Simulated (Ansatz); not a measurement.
# BNH (doublet): wave-function methods side by side at distance B1–N2 = 1.052 Å, 6-31G

Aim: climb from Hartree-Fock through coupled cluster and multireference methods for BNH (doublet) at one geometry and basis, and see what each rung misses.

Method: 6-31G, core rule «outside noble gas», up to 2 orbitals frozen; program: Ansatz 0.2.0, Gaussian basis.

The runs, in order: UHF; CCSD(T) on ROHF; CCSD(T) on UHF; BCCD(T) on ROHF; CISD; CCSDT(Q) on ROHF; CCSDT(Q) on UHF; CISDTQ; CCSDTQ on ROHF; CASSCF and MRCISD+Q, 3 electrons in 3 orbitals; CASSCF and NEVPT2, 3 electrons in 3 orbitals; CASSCF and MRCISD+Q, 9 electrons in 9 orbitals; CASSCF and NEVPT2, 9 electrons in 9 orbitals; Full CI.

21 further runs of the same task are left out: 2 for a known fault of the program, 13 that didn't finish, 6 set aside as unsound or not needed.

**1. The system**

The geometry derives from a PBE0/def2-TZVP stationary point (not a proven minimum). One bond is set to the value named and the two fragments are kept rigid.

3 atoms, charge 0, spin multiplicity 2.

Atoms are counted from 1 here; the program's logs count them from 0.

Bond lengths: B1–N2 1.052 Å, B1–H3 1.174 Å. Angles: N2–B1–H3 180.0°.

**2. UHF**

File in.yaml:

```yaml
crystal:
  periodic: [false, false, false]
  atoms:
    - {symbol: B, position_ang: [0.000000, 0.000000, -0.040631]}
    - {symbol: N, position_ang: [0.000000, 0.000000, -1.092631]}
    - {symbol: H, position_ang: [0.000000, 0.000000, 1.133261]}
basis:
  gaussian: {orbitals: 6-31G}
magnetization: {spin_polarized: true, initial_magnetization: 1}
hamiltonian: {xc: hf}
output: {orbitals: {seedname: orbitals}}
```

Command:

```sh
> ansatz run in.yaml --threads 1 --pin off --events-out ev --progress --plain --max-ram 2393MiB
```

The runs that follow: CCSD(T) on ROHF; CCSD(T) on UHF; BCCD(T) on ROHF; CISD; CCSDT(Q) on ROHF; CCSDT(Q) on UHF; CISDTQ; CCSDTQ on ROHF; CASSCF and MRCISD+Q, 3 electrons in 3 orbitals; CASSCF and NEVPT2, 3 electrons in 3 orbitals; CASSCF and MRCISD+Q, 9 electrons in 9 orbitals; CASSCF and NEVPT2, 9 electrons in 9 orbitals; Full CI.

Before running them: what should the planned runs give, taken together? Wanted: FCI below the RHF energy; RMP2 from FCI; UMP2 from FCI; RCCSD from FCI; RCCSD(T) from FCI; UCCSD(T) from FCI; RCCSDT(Q) from FCI; UCCSDT(Q) from FCI; NEVPT2 pair from FCI.

The runs gave:

| quantity | value |
| --- | --- |
| FCI below the RHF energy | -4.2326 eV |
| RMP2 from FCI | +618.6 meV |
| UMP2 from FCI | +620.3 meV |
| RCCSD from FCI | +122.3 meV |
| RCCSD(T) from FCI | +22.5 meV |
| UCCSD(T) from FCI | +24.0 meV |
| RCCSDT(Q) from FCI | +0.3 meV |
| UCCSDT(Q) from FCI | -0.6 meV |
| NEVPT2 pair from FCI | +491.4 meV |
| MRCISD+Q pair from FCI | +34.5 meV |
| NEVPT2 valence from FCI | +342.5 meV |
| levels within 1 kcal/mol (43 meV) | RCCSD(T), UCCSD(T), BCCD(T), RCCSDT, UCCSDT, CISDTQ, RCCSDT(Q), UCCSDT(Q), RCCSDTQ, MRCISD+Q pair, MRCISD+Q valence |
| T1 diagnostic | 0.024 |
| effectively unpaired electrons | 1.05 |

In words: RCCSD(T) lands +22.5 meV from the yardstick (0.5 % of the correlation energy). One determinant dominates. Of the multireference levels listed MRCISD+Q valence comes nearest in total energy (+22.2 meV), which doesn't show that its space is the better one. These misses are within one basis, not against nature; the frozen cores of restricted and unrestricted runs differ, which can shift their rows.
